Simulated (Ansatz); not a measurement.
How far each method lies from RCCSDT(Q) for PF3, singlet

Geometry: MP2(full)/6-31G*, from the G2/97 set.

```xyz
4

P     0.0000    0.0000    0.5107
F     0.0000    1.3839   -0.2776
F     1.1985   -0.6919   -0.2776
F    -1.1985   -0.6919   -0.2776
```

Basis 6-31G; Ansatz 0.2.0. Correlated methods freeze the noble-gas cores, which leaves 26 electrons in 32 orbitals. R marks a restricted (for open shells ROHF) determinant. Active spaces: valence = (20e, 13o, short of the full valence) chosen from the atoms' valence shells.

Full CI isn't at hand for all of this; RCCSDT(Q) serves as the reference, and is uncertain by about the last step of the cluster series.

The UHF ⟨S²⟩ is 0.000. The T1 diagnostic (RCCSD) is 0.0140 and the largest doubles amplitude (RCCSD) is 0.060.

Question: From what is known of these methods and the diagnostics, rank them by the size of their error in total energy against RCCSDT(Q) in 6-31G, smallest first (an estimate: the text doesn't fix the numbers).
A. RCCSDT
B. NEVPT2 (valence space)
C. MRCISD (valence space)
D. CASSCF (valence space)
E. RHF

Answer: A (4.0 kJ/mol), B (65.6 kJ/mol), C (86.2 kJ/mol), D (921.3 kJ/mol), E (1153.1 kJ/mol).

All errors are against RCCSDT(Q) in 6-31G. The usual hierarchy is broken: NEVPT2 (valence space) lies nearer than MRCISD (valence space).

Natural occupations of CASSCF (valence space) about the gap: 1.994 1.994 1.978 1.977 1.977 0.034 0.032 0.032; effectively unpaired electrons, Σ n²(2−n)², 0.02.

Atomization energy (electronic, same basis, no zero-point term; atoms at the same level, unrestricted beside the R rows where the molecule is a closed shell, with restricted open-shell steps beyond CCSDT(Q)) at RCCSDT(Q): 907.2 kJ/mol. Errors of other levels:

```tsv
level	error (kJ/mol)
RHF	-436.2
RMP2	39.3
CISD	-118.9
RCCSD	-19.1
RCCSD(T)	-3.7
BCCD(T)	-2.6
RCCSDT	-3.5
```

This basis is far from its limit, so the value isn't to be set against a measured one. Truncated CI isn't size-consistent, which counts against it in atomization.
